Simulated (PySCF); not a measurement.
## Basis set benchmark on one molecule

Molecule: `C1CC(C)CC1`, C6H12.

Cartesian coordinates in Å; atom numbers follow the order of the lines, from 1:
```xyz
18

C     2.0708   -0.6173   -0.1473
C     0.5561   -0.5383   -0.1765
C    -0.1009   -0.2512    1.1757
C    -1.5361    0.1757    0.8358
C    -1.4881    0.6783   -0.6284
C    -0.0173    0.5797   -1.0487
H     2.4849   -0.8128   -1.1488
H     2.4207   -1.4199    0.5210
H     2.5046    0.3302    0.2140
H     0.1562   -1.5000   -0.5524
H     0.4432    0.5787    1.6607
H    -0.0554   -1.1078    1.8663
H    -1.9072    0.9454    1.5293
H    -2.2257   -0.6781    0.9267
H    -2.1097    0.0364   -1.2724
H    -1.8827    1.6996   -0.7378
H     0.5148    1.5188   -0.8122
H     0.1154    0.3995   -2.1271
```

Geometry PBE0-D3(BJ)/def2-SVP throughout; GIAO in PySCF 2.14.0 with density-fitted response routines, gas phase, one conformer, non-relativistic; equivalent atoms averaged; functional PBE0.

Reference values (measured; solution, not stated per compound (mostly CDCl3 or CCl4); Pretsch, Buehlmann, Badertscher, Structure Determination of Organic Compounds, 4th ed. (2009)): δ(C2) = 34.8 ppm, δ(C3/C6) = 34.8 ppm, δ(C4/C5) = 25.4 ppm. Computed shifts are taken against TMS, calculated as an isolated molecule at each level.

Q: How do the basis sets STO-3G, 6-31G, pcSseg-0, 6-31G*, def2-SVP, cc-pVDZ, pcSseg-1, 6-311+G(2d,p), aug-cc-pVDZ, def2-TZVP, IGLO-III perform against the reference? Times are CPU seconds on shared hosts with different chips, so compare them loosely.

A: 
```
    basis set  functions    C2  C3/C6  C4/C5  mean abs. error C  core-s
       STO-3G         42  36.4   34.8   31.1                2.4     3.7
        6-31G         78  36.9   36.9   26.0                1.6     7.5
     pcSseg-0         78  36.5   38.1   26.1                1.9     9.3
       6-31G*        108  35.5   35.3   24.7                0.6      10
     def2-SVP        144  36.0   35.7   23.7                1.3      14
      cc-pVDZ        144  39.4   37.6   25.9                2.6      25
     pcSseg-1        162  38.4   37.9   25.9                2.4      19
6-311+G(2d,p)        234  39.3   37.7   25.5                2.5      29
  aug-cc-pVDZ        246  40.0   37.2   25.0                2.7      55
    def2-TZVP        258  40.3   38.6   26.2                3.4      35
     IGLO-III        330  40.9   39.4   26.6                4.0      79
```

For 13C the closest is 6-31G* (0.6 ppm) and the furthest IGLO-III (4.0 ppm). Where a smaller basis beats a larger one, errors probably cancel. One molecule is a small sample, and vibrational and solvent effects are absent from the calculation.

A small basis that lands close on one nucleus may do so by chance; judge by the trend and by all nuclei.
